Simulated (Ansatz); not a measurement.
**A relaxation, step by step**

MgH$_{3}$ClO, singlet, PBE0-D4/def2-TZVP (Ansatz 0.2.0). Settings:

```yaml
hamiltonian: {xc: pbe0, dispersion: d4}
relax: {f_tol: 0.005, max_steps: 200}
```

Start, a step off a saddle point along its unstable mode:

Mg1  (-0.212, -0.537, -0.573)
H2  (-0.591, 1.408, -0.313)
Cl3  (-0.768, -2.113, -1.964)
H4  (-0.177, 1.170, 0.230)
O5  (0.573, 0.013, 0.912)
H6  (1.176, 0.059, 1.707)
(Å)

| step | energy less the last (meV) | largest force component (eV/Å) |
| --- | --- | --- |
| 1 | 630.3 | 3.076 |
| 2 | 272.8 | 1.052 |
| 3 | 165.3 | 0.785 |
| 4 | 66.1 | 0.786 |
| 5 | 39.9 | 0.707 |
| 6 | 4.5 | 0.137 |
| 7 | 1.8 | 0.075 |
| 8 | 0.5 | 0.067 |
| 9 | 0.0 | 0.013 |
| 10 | 0.0 | 0.010 |
| 11 | 0.0 | 0.002 |

Step 2, positions (Å) and forces (eV/Å):

```tsv
atom	x	y	z	Fx	Fy	Fz
Mg1	-0.178	-0.565	-0.514	0.058	-0.471	-0.074
H2	-0.685	1.459	-0.411	-0.004	-0.038	-0.033
Cl3	-0.780	-2.078	-1.968	-0.069	0.101	-0.075
H4	-0.210	1.208	0.182	-0.311	0.570	-0.212
O5	0.655	-0.002	0.958	0.733	-0.038	1.052
H6	1.199	-0.022	1.754	-0.408	-0.125	-0.658
```

Step 7, positions (Å) and forces (eV/Å):

```tsv
atom	x	y	z	Fx	Fy	Fz
Mg1	0.022	-0.695	-0.242	0.001	-0.015	-0.003
H2	-0.912	1.294	-0.779	0.075	-0.021	0.069
Cl3	-0.877	-1.682	-1.970	-0.012	-0.015	-0.020
H4	-0.480	1.425	-0.168	-0.068	0.037	-0.052
O5	0.837	-0.081	1.211	0.048	0.013	0.064
H6	1.410	-0.260	1.948	-0.044	0.002	-0.058
```

Step 10, positions (Å) and forces (eV/Å):

```tsv
atom	x	y	z	Fx	Fy	Fz
Mg1	0.026	-0.691	-0.239	0.006	0.004	0.010
H2	-0.894	1.282	-0.791	-0.001	-0.001	-0.001
Cl3	-0.878	-1.686	-1.963	-0.001	-0.001	-0.002
H4	-0.508	1.446	-0.162	0.001	0.000	0.002
O5	0.846	-0.065	1.211	-0.005	-0.001	-0.008
H6	1.408	-0.285	1.944	0.000	-0.001	-0.001
```

Last step (11):

| atom | x (Å) | y (Å) | z (Å) |
| --- | --- | --- | --- |
| Mg1 | 0.0263 | -0.6909 | -0.2394 |
| H2 | -0.8936 | 1.2817 | -0.7913 |
| Cl3 | -0.8779 | -1.6859 | -1.9624 |
| H4 | -0.5079 | 1.4456 | -0.1613 |
| O5 | 0.8454 | -0.0645 | 1.2107 |
| H6 | 1.4077 | -0.2857 | 1.9437 |

Hardware: 2 CPU threads of an AMD EPYC 7R43, shared host. Wall time about 28 s.
